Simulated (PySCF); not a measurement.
# CCSD(T)/6-31G(d) (spherical functions) run of Si3H8 (trisilane)

Aim: the energy change on altering one bond length of Si3H8 (trisilane) at CCSD(T)/6-31G* (spherical functions), from 2 runs. The job is set up through a Python script.

Program for the calculation: PySCF 2.14.0.

1 further run of the same task is left out (set aside as unsound or not needed).

## 1. The molecule

Si3H8: 11 atoms, total charge 0, spin state singlet. SMILES: `[SiH3][SiH2][SiH3]`. The coordinates come from a PBE0-D4/def2-TZVP relaxation.

Bond lengths: Si1–Si2 2.338 Å, Si2–Si3 2.338 Å, Si1–H4 1.488 Å, Si1–H5 1.488 Å, Si1–H6 1.488 Å, Si2–H7 1.490 Å, Si2–H8 1.490 Å, Si3–H9 1.488 Å, Si3–H10 1.488 Å, Si3–H11 1.488 Å. Some angles: Si1–Si2–Si3 110.4°, Si1–Si2–H7 109.6°, Si1–Si2–H8 109.6°, Si3–Si2–H7 109.6°, Si3–Si2–H8 109.6°, Si2–Si1–H4 111.2°, Si2–Si1–H5 109.8°, Si2–Si1–H6 109.8°, Si2–Si3–H9 109.8°, Si2–Si3–H10 109.8°.

## 2. A single-point energy at CCSD(T)/6-31G(d) (spherical functions)

job.py

```python
from pyscf import gto, scf, cc

mol = gto.Mole()
mol.atom = '''
Si  -1.292570   1.366730  -0.525270
Si  -0.462570  -0.807300  -0.296320
Si   1.631930  -0.774400   0.742750
H   -2.625850   1.367720  -1.185120
H   -0.354030   2.180440  -1.344070
H   -1.422540   2.000090   0.814640
H   -0.343400  -1.440160  -1.640160
H   -1.410380  -1.620800   0.516390
H    1.515950  -0.154940   2.090430
H    2.583820   0.031780  -0.068050
H    2.179610  -2.149160   0.894770
'''
mol.spin = 0
mol.verbose = 3
mol.max_memory = 1860
mol.basis = '6-31g*'
mol.build()

hf = scf.RHF(mol)
hf.conv_tol = 1e-10
hf.kernel()
if not hf.converged:
    hf = hf.newton().run(hf.mo_coeff, hf.mo_occ)

mycc = cc.CCSD(hf, frozen=15)
mycc.kernel()
e_t = mycc.ccsd_t()
e_final = mycc.e_tot + e_t
print('E(%s) = %.9f' % ('CCSD(T)', e_final))
```

Run with:

```console
$ OMP_NUM_THREADS=1 python job.py
```

The log of the run:

```text
converged SCF energy = -871.382498469639
E(CCSD) = -871.6817437456783  E_corr = -0.2992452760393916
CCSD(T) correction = -0.00813068038682151
E(CCSD(T)) = -871.689874426
```

It took 6.6 s on 1 thread of Arm Neoverse V1, shared host; peak memory 0.2 GiB.

## 3. The distorted shape, same level

job.py

```python
from pyscf import gto, scf, cc

mol = gto.M(
    atom='''
Si    -2.677899     3.199057    -1.057521
Si    -0.874131    -1.525576    -0.559964
Si     3.083901    -1.463404     1.403594
H     -5.197433     3.200928    -2.304457
H     -0.904315     4.736746    -2.604829
H     -2.923506     4.395934     1.474542
H     -0.648932    -2.721508    -3.099453
H     -2.665232    -3.062868     0.975836
H      2.864730    -0.292794     3.950340
H      4.882712     0.060055    -0.128596
H      4.118866    -4.061324     1.690870
''',
    unit='bohr',
    max_memory=1860,
    verbose=3,
    basis='6-31g*',
)

mf = scf.RHF(mol)
mf.conv_tol = 1e-10
mf.kernel()
if not mf.converged:
    mf = mf.newton().run(mf.mo_coeff, mf.mo_occ)

mycc = cc.CCSD(mf, frozen=15)
mycc.kernel()
e_t = mycc.ccsd_t()
e_tot = mycc.e_tot + e_t
print('Final energy', e_tot)
```

Run with:

```console
$ OMP_NUM_THREADS=1 python job.py
```

The log of the run:

```text
converged SCF energy = -871.36606054861
E(CCSD) = -871.6651624388813  E_corr = -0.2991018902711333
CCSD(T) correction = -0.00837996584783474
Final energy -871.6735424047291
```

Run time: 6.6 s. Hardware: 1 thread of Arm Neoverse V1, shared host; peak memory 0.19 GiB.

## 4. Summary of results

At CCSD(T)/6-31G* (spherical functions), 15 core orbitals frozen:

| quantity | value |
| --- | --- |
| first shape: total energy | -871.68987 Eh |
| first shape: dipole moment (Hartree–Fock density) | 0.10 D |
| first shape: HOMO energy (Hartree–Fock orbitals) | -10.47 eV |
| first shape: LUMO energy (Hartree–Fock orbitals) | 3.26 eV |
| first shape: HOMO–LUMO gap (Hartree–Fock orbitals) | 13.74 eV |
| first shape: correlation energy (15 core orbitals frozen) | -307.4 mEh |
| first shape: (T) correction | -8.13 mEh |
| first shape: T1 diagnostic | 0.015 |
| distorted shape: total energy | -871.67354 Eh |
| distorted shape: dipole moment (Hartree–Fock density) | 0.06 D |
| distorted shape: HOMO energy (Hartree–Fock orbitals) | -9.81 eV |
| distorted shape: LUMO energy (Hartree–Fock orbitals) | 2.56 eV |
| distorted shape: HOMO–LUMO gap (Hartree–Fock orbitals) | 12.37 eV |
| distorted shape: correlation energy (15 core orbitals frozen) | -307.5 mEh |
| distorted shape: (T) correction | -8.38 mEh |
| distorted shape: T1 diagnostic | 0.014 |
| energy change with the Si1–Si2 bond stretched from 2.338 to 2.689 Å | 0.444 eV |

In words: With the Si1–Si2 bond stretched from 2.338 to 2.689 Å the energy rises by 0.44 eV (42.9 kJ/mol). The first shape isn't relaxed at this level, so the change isn't measured from a minimum. The triples (first shape) make up 2.6 % of the correlation energy. The triples (distorted shape) make up 2.7 % of the correlation energy.
